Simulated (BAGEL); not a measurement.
# Si2H5Cl (SMILES [SiH3][SiH2]Cl): HF/6-31G(d) (density fitting with qzvpp-jkfit, spherical functions)

Aim: the energy change on altering one bond length of Si2H5Cl at HF/6-31G* (density fitting with qzvpp-jkfit, spherical functions), from 2 runs. 

Program for the calculation: BAGEL 1.2.2.

## (1) The molecule

Si2H5Cl has 8 atoms, charge 0, and is taken as a singlet. SMILES: `[SiH3][SiH2]Cl`. Geometry: relaxed at PBE0-D4/def2-TZVP.

Bond lengths: Si1–Si2 2.338 Å, Si2–Cl3 2.065 Å, Si1–H4 1.488 Å, Si1–H5 1.486 Å, Si1–H6 1.486 Å, Si2–H7 1.485 Å, Si2–H8 1.485 Å. Some angles: Si1–Si2–Cl3 108.7°, Si1–Si2–H7 111.9°, Si1–Si2–H8 111.8°, Cl3–Si2–H7 107.7°, Cl3–Si2–H8 107.7°, Si2–Si1–H4 109.6°, Si2–Si1–H5 109.6°, Si2–Si1–H6 109.6°, H7–Si2–H8 108.8°, H4–Si1–H5 109.3°.

## (2) The energy at HF/6-31G(d) (density fitting with qzvpp-jkfit, spherical functions)

The input, calc.json:

```json
{ "bagel" : [

{
  "title" : "molecule",
  "basis" : "6-31gs.json",
  "df_basis" : "qzvpp-jkfit",
  "angstrom" : true,
  "geometry" : [
    { "atom" : "Si", "xyz" : [   -0.706500,    0.881800,   -0.390300 ] },
    { "atom" : "Si", "xyz" : [    0.573400,   -0.938800,    0.325900 ] },
    { "atom" : "Cl", "xyz" : [    2.431600,   -0.252900,    0.908000 ] },
    { "atom" : "H", "xyz" : [   -2.053000,    0.410100,   -0.813000 ] },
    { "atom" : "H", "xyz" : [   -0.034300,    1.540700,   -1.540000 ] },
    { "atom" : "H", "xyz" : [   -0.854500,    1.855700,    0.722100 ] },
    { "atom" : "H", "xyz" : [   -0.041800,   -1.622800,    1.491400 ] },
    { "atom" : "H", "xyz" : [    0.777200,   -1.930900,   -0.759900 ] }
  ]
},
{ "title" : "hf" },
{ "title" : "print", "file" : "orbitals.molden", "orbitals" : true }

]}
```

The basis set 6-31G* is read from a file made from the Basis Set Exchange's data (not shown).

On the command line:

```bash
BAGEL_NUM_THREADS=1 BAGEL calc.json > calc.out
```

The program printed:

```text
* using 1 threads per process

  ===============================================================
  ===============================================================

  *** Geometry ***

  { "atom" : "Si", "xyz" : [     -1.335092,      1.666360,     -0.737560 ] },
  { "atom" : "Si", "xyz" : [      1.083569,     -1.774075,      0.615862 ] },
  { "atom" : "Cl", "xyz" : [      4.595058,     -0.477912,      1.715871 ] },
  { "atom" : "H", "xyz" : [     -3.879608,      0.774977,     -1.536347 ] },
  { "atom" : "H", "xyz" : [     -0.064818,      2.911501,     -2.910178 ] },
  { "atom" : "H", "xyz" : [     -1.614771,      3.506765,      1.364571 ] },
  { "atom" : "H", "xyz" : [     -0.078991,     -3.066648,      2.818338 ] },
  { "atom" : "H", "xyz" : [      1.468695,     -3.648872,     -1.436003 ] },

  Number of auxiliary basis functions:      474

  Since a DF basis is specified, we compute 2- and 3-index integrals:
    o Being stored without compression. Storage requirement is 0.016 GB

  Number of basis functions:       64
  Number of electrons      :       50

    * METHOD: MOLECULE                             0.35

  *** RHF ***

  === Nuclear Repulsion ===
   191.5082617889

      * DIIS with orbital gradients will be used.

  === RHF iteration (6-31gs.json) ===
      0      -1040.19186955          0.00990888           0.07
      1      -1040.25066752          0.00346688           0.07
      2      -1040.25730046          0.00107214           0.07
      3      -1040.25807058          0.00010324           0.07
      4      -1040.25807921          0.00001924           0.07
      5      -1040.25807958          0.00000439           0.07
      6      -1040.25807960          0.00000096           0.07
      7      -1040.25807960          0.00000024           0.07
      8      -1040.25807960          0.00000007           0.07
      9      -1040.25807960          0.00000002           0.07
     10      -1040.25807960          0.00000001           0.07
    * SCF iteration converged.

    * Permanent dipole moment:
           (    0.748815,     0.154929,     0.250641) a.u.

    * METHOD: HF                                   0.97

    * METHOD: PRINT                                0.02

  ===============================================================
```

Run time: 1.5 s. Hardware: 1 thread of Arm Neoverse N1, shared host; peak memory 0.095 GiB.

## (3) The distorted shape at the same level

The input, input.json:

```json
{ "bagel" : [

{
  "title" : "molecule",
  "basis" : "6-31gs.json",
  "df_basis" : "qzvpp-jkfit",
  "angstrom" : "true",
  "geometry" : [
    { "atom" : "Si", "xyz" : [      -0.614201,       0.984421,      -0.565162 ] },
    { "atom" : "Si", "xyz" : [       0.665699,      -0.836179,       0.151038 ] },
    { "atom" : "Cl", "xyz" : [       2.523899,      -0.150279,       0.733138 ] },
    { "atom" : "H", "xyz" : [      -1.960701,       0.512721,      -0.987862 ] },
    { "atom" : "H", "xyz" : [       0.057999,       1.643321,      -1.714862 ] },
    { "atom" : "H", "xyz" : [      -0.762201,       1.958321,       0.547238 ] },
    { "atom" : "H", "xyz" : [      -0.041800,      -1.622800,       1.491400 ] },
    { "atom" : "H", "xyz" : [       0.869499,      -1.828279,      -0.934762 ] }
  ]
},

{
  "title" : "hf"
},

{
  "title" : "print",
  "file" : "orbitals.molden",
  "orbitals" : "true"
}

]}
```

The basis set 6-31G* is read from a file made from the Basis Set Exchange's data (not shown).

On the command line:

```bash
BAGEL_NUM_THREADS=1 BAGEL input.json > input.out
```

The program printed:

```text
* using 1 threads per process

  ===============================================================
  ===============================================================

  *** Geometry ***

  { "atom" : "Si", "xyz" : [     -1.160672,      1.860286,     -1.068001 ] },
  { "atom" : "Si", "xyz" : [      1.257989,     -1.580149,      0.285420 ] },
  { "atom" : "Cl", "xyz" : [      4.769478,     -0.283986,      1.385430 ] },
  { "atom" : "H", "xyz" : [     -3.705188,      0.968902,     -1.866789 ] },
  { "atom" : "H", "xyz" : [      0.109602,      3.105427,     -3.240620 ] },
  { "atom" : "H", "xyz" : [     -1.440351,      3.700690,      1.034130 ] },
  { "atom" : "H", "xyz" : [     -0.078991,     -3.066648,      2.818338 ] },
  { "atom" : "H", "xyz" : [      1.643115,     -3.454947,     -1.766444 ] },

  Number of auxiliary basis functions:      474

  Since a DF basis is specified, we compute 2- and 3-index integrals:
    o Being stored without compression. Storage requirement is 0.016 GB

  Number of basis functions:       64
  Number of electrons      :       50

    * METHOD: MOLECULE                             0.36

  *** RHF ***

  === Nuclear Repulsion ===
   190.5423871114

      * DIIS with orbital gradients will be used.

  === RHF iteration (6-31gs.json) ===
      0      -1040.17583781          0.00989211           0.08
      1      -1040.23514998          0.00357990           0.08
      2      -1040.24217944          0.00108478           0.08
      3      -1040.24298336          0.00010378           0.07
      4      -1040.24299235          0.00002125           0.08
      5      -1040.24299282          0.00000517           0.08
      6      -1040.24299285          0.00000123           0.08
      7      -1040.24299285          0.00000031           0.08
      8      -1040.24299285          0.00000009           0.07
      9      -1040.24299285          0.00000003           0.07
     10      -1040.24299285          0.00000001           0.07
    * SCF iteration converged.

    * Permanent dipole moment:
           (    0.679571,     0.051791,     0.384091) a.u.

    * METHOD: HF                                   1.04

    * METHOD: PRINT                                0.02

  ===============================================================
```

It took 1.6 s on 1 thread of Arm Neoverse N1, shared host; peak memory 0.094 GiB.

## (4) What came out

At HF/6-31G* (density fitting with qzvpp-jkfit, spherical functions):

| quantity | value |
| --- | --- |
| first shape: total energy | -1040.25808 Eh |
| first shape: dipole moment | 2.05 D |
| first shape: HOMO energy | -11.01 eV |
| first shape: LUMO energy | 2.78 eV |
| first shape: HOMO–LUMO gap | 13.79 eV |
| distorted shape: total energy | -1040.24299 Eh |
| distorted shape: dipole moment | 1.99 D |
| distorted shape: HOMO energy | -11.01 eV |
| distorted shape: LUMO energy | 2.73 eV |
| distorted shape: HOMO–LUMO gap | 13.74 eV |
| energy change with the Si2–H7 bond stretched from 1.485 to 1.708 Å | 0.411 eV |

What this shows: With the Si2–H7 bond stretched from 1.485 to 1.708 Å the energy rises by 0.41 eV (39.6 kJ/mol). The first shape isn't relaxed at this level, so the change isn't measured from a minimum.
